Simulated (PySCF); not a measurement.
Gas-phase reaction: 2 H₃SiOH + H₂ = 2 SiH₃ + 2 H₂O. Level: PBE0/def2-TZVP; standard pressure 1 bar.

Computed with PySCF and rigid-rotor harmonic-oscillator thermochemistry at 1 bar. Open shells (unrestricted): SiH₃ (multiplicity 2); the rest are closed-shell singlets. H₃SiOH: computed as isolated molecules; such fragments, hydroxides, amides, oligomers or adducts are transient or little studied in the gas. The harmonic model lacks anharmonicity and excited electronic states, which grow with temperature; levels with a mode under 35 cm⁻¹ are left out. Internal rotation in H₃SiOH is treated as a harmonic vibration of one conformer, which makes the entropy rough.

| T (K) | 1000/T (1/K) | log10 K |
|---|---|---|
| 600 | 1.6667 | -30.65 |
| 800 | 1.2500 | -20.96 |
| 1000 | 1.0000 | -15.21 |
| 1200 | 0.8333 | -11.42 |
| 1400 | 0.7143 | -8.75 |
| 1600 | 0.6250 | ? |

Task: Fit log10 K = a + b·(1000/T) to the five rows, get the mean ΔH° and ΔS°, and predict log10 K at 1600 K.

Result: Means: 1000/T = 1.0929, log10 K = -17.398. Sums of products about the means: Sxy = -13.19287, Sxx = 0.573287, so b = Sxy/Sxx = -23.01 and a = -17.398 − (-23.01)×1.0929 = 7.75.
ΔH° = −R ln 10 × 1000 K × b = −19.145 × (-23.01) = 441 kJ; ΔS° = R ln 10 × a = 148 J/K. The run's own values go from 447 kJ and 159 J/K at 600 K to 423 kJ and 135 J/K at 1600 K.
Prediction at 1600 K: 7.75 + (-23.01)×0.6250 = -6.63. The computed value is -6.76, 0.13 from the line.
For scale, ΔH°(298 K) is 451 kJ at this level, 496 kJ at ωB97M-V/def2-TZVP†, and runs from 408 to 603 kJ over the 20 levels computed († marks an energy on the PBE0/def2-TZVP geometry).
